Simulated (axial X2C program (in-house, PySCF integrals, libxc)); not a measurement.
## PH: cheaper levels and CCSD(T), with spin–orbit coupling

Computed with an axial X2C code built on PySCF integrals. Two-component (2c) means X2C with spin–orbit coupling and atomic mean-field two-electron Coulomb and Gaunt terms. Basis: P dyall-v3z [8s7p2d1f], H dyall-v3z [6s2p1d] (cores contracted in-house); Gaussian nuclei, density fitting, unrestricted open shells. Masses: P 30.974 u, H 1.008 u.

State: Ω = 1 (⟨Sz⟩ = 1.00, ⟨Lz⟩ = 0.00 at HF); fragments P + H.

```json
{"level": "PBE0", "Re (Å)": "1.431", "ωe (cm⁻¹)": "2363.6", "De (eV)": "3.17"}
{"level": "HF", "Re (Å)": "1.415", "ωe (cm⁻¹)": "2487.9", "De (eV)": "2.21"}
{"level": "MP2", "Re (Å)": "1.421", "ωe (cm⁻¹)": "2422.5", "De (eV)": "2.85"}
{"level": "CCSD", "Re (Å)": "1.427", "ωe (cm⁻¹)": "2366.9", "De (eV)": "3.03"}
{"level": "PW91", "Re (Å)": "1.442", "ωe (cm⁻¹)": "2280.6", "De (eV)": "3.23"}
```

Correlated methods: 6 electrons correlated (number of frozen shells: P 2 s, 1 p; H none), 100 virtual spin orbitals or spinors in MP2, 72 natural virtuals in coupled cluster.

CCSD(T), same Hamiltonian and basis:

Re = 1.430 Å, ωe = 2347.6 cm⁻¹, De = 3.05 eV; T1 = 0.017 (Lee–Taylor normalisation).

Give the differences from CCSD(T) in the columns below.



| level | ΔRe (Å) | Δωe (cm⁻¹) | ΔDe (eV) |
| --- | --- | --- | --- |
| PBE0 | 0.001 | 16 | 0.12 |
| HF | -0.015 | 140 | -0.84 |
| MP2 | -0.009 | 75 | -0.20 |
| CCSD | -0.003 | 19 | -0.02 |
| PW91 | 0.012 | -67 | 0.18 |

One determinant describes the state; a PBE0 search over occupations chose it and may have missed a lower one. De is counted from the lowest determinant-based energies of the atoms at the same level, without counterpoise correction. Density functionals use the spin component along the axis (collinear). CCSD and (T) use frozen natural virtuals with an MP2 correction for the truncation; (T) itself is uncorrected, so its De runs slightly low. With several unpaired electrons one determinant need not be a pure state. Open-shell Ω = 0 determinants with evenly filled partner blocks cannot be reached by this program, so the Ω shown need not be the lowest component. This is the Ω = 1 component of a π² triplet; the 0⁺ component is not one determinant and can lie lowest.
